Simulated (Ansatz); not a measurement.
Basis-set extrapolation for `OC1=CC1` (PBE0-D4/def2-TZVP geometry, frozen core, the Gaussian-basis code of Ansatz). Multiplicity 1, RHF reference.

```
                      def2-TZVPP   def2-QZVPP
                 HF  -190.762323  -190.770929
    MP2 correlation    -0.718376    -0.768274
CCSD(T) correlation    -0.769843      not run
```

Energies in hartree. Use E(X) = E(∞) + A·exp(−7.88·√X) for Hartree–Fock and E(X) = E(∞) + B·X^(−2.97) for correlation, with X = 3 and 4, and add CCSD(T) minus MP2 of the smaller set to the MP2 limit.

**Question.** What is the CCSD(T) energy at the basis-set limit?

**Answer.** HF limit: -190.770929 + (-0.008606) × 0.13774 = -190.77211. MP2 limit: -0.768274 + (-0.049898) × 0.74074 = -0.80524. Higher-order term: -0.769843 − (-0.718376) = -0.05147. Total: -191.62882 hartree, 253.8 kJ/mol below CCSD(T)/def2-TZVPP.
